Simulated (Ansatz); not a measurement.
Gas-phase electronic energies from Ansatz, PBE0-D4/def2-TZVP geometries. CCSD(T)/CBS is the MP2 limit (def2-TZVPP, def2-QZVPP) plus CCSD(T) − MP2 in def2-TZVPP, frozen cores. This one scheme is used for every species. Functionals use def2-TZVPP. Open shells (•) are unrestricted, without spin–orbit coupling. One conformer a species, not always the lowest.

`CC(F)CF` + `[SiH3]`• → `[CH2]C(F)CF`• + SiH₄  (hydrogen abstraction from a C–H bond)

`CC(F)CF`:

```xyz
11

C    -1.136   -0.220   -0.594
C    -0.163   -0.069    0.549
F    -0.068   -1.278    1.224
C     1.209    0.328    0.079
F     2.022    0.636    1.147
H    -2.090   -0.592   -0.220
H    -0.757   -0.928   -1.335
H    -1.309    0.741   -1.083
H    -0.520    0.669    1.277
H     1.142    1.209   -0.567
H     1.668   -0.497   -0.475
```

`[SiH3]`•:

```xyz
4

Si    0.212   -0.064   -0.254
H     1.026    0.123    0.975
H    -0.698   -1.231   -0.125
H    -0.540    1.171   -0.595
```

`[CH2]C(F)CF`•:

Z-matrix (Å, degrees):
```
C
F 1 1.389
C 1 1.521 2 106.7
C 1 1.472 2 110.5 3 -123.9
H 1 1.102 2 106.6 3 115.4
F 3 1.378 1 108.9 2 175.4
H 3 1.093 1 110.4 2 -65.2
H 3 1.093 1 110.0 2 56.2
H 4 1.081 1 119.7 2 157.2
H 4 1.081 1 119.6 2 -32.1
```

SiH₄:

Cartesian coordinates in Å:
```
Si 0.000 0.000 0.000
H -1.071 0.775 -0.676
H 1.012 0.934 0.554
H 0.648 -0.908 -0.980
H -0.590 -0.801 1.102
```

CCSD(T)/CBS gives +61.0 kJ/mol.

(1) Another level gave +80.9 kJ/mol. Which?
A. MP2/def2-TZVPP
B. PBE0-D4/def2-TZVPP
C. CAM-B3LYP-D4/def2-TZVPP
D. LDA (SPW92)/def2-TZVPP

(2) What do rigid-rotor, harmonic-oscillator terms from PBE0-D4/def2-TZVP frequencies (298.15 K, 1 bar) make of the CCSD(T)/CBS value? (Estimate.)

Largest T1 diagnostic among the species: 0.015.

Answers

(1) D. LDA (SPW92) 80.9, CAM-B3LYP-D4 56.8, PBE0-D4 65.5, MP2/def2-TZVPP 71.1 kJ/mol.

(2) Ansatz gave: ΔZPE = -13.3 kJ/mol, ΔH = +48.7 kJ/mol, ΔS = 0 J/(mol·K), ΔG = +48.7 kJ/mol. Open shells count their whole term as degenerate.

Leaving LDA and LC-ωPBE aside and taking each functional with its dispersion term where it has one, the values, not all of them listed here, spread over 18.2 kJ/mol, from BHLYP-D4 to PBE-D4. LDA lies +12.6 kJ/mol from PBE without D4. From PBE to PBE0 (25 % exact exchange), in def2-TZVPP and without D4, ΔE moves by −3.2 kJ/mol. In def2-TZVPP, CCSD(T) changes the Hartree–Fock value by +26.0 kJ/mol (the triples alone add +3.0 kJ/mol) and MP2 by +35.7 kJ/mol.

CCSD(T)/CBS has its own doubt, a few kJ/mol and more with outer-core shells, so smaller differences from it don't rank the levels.
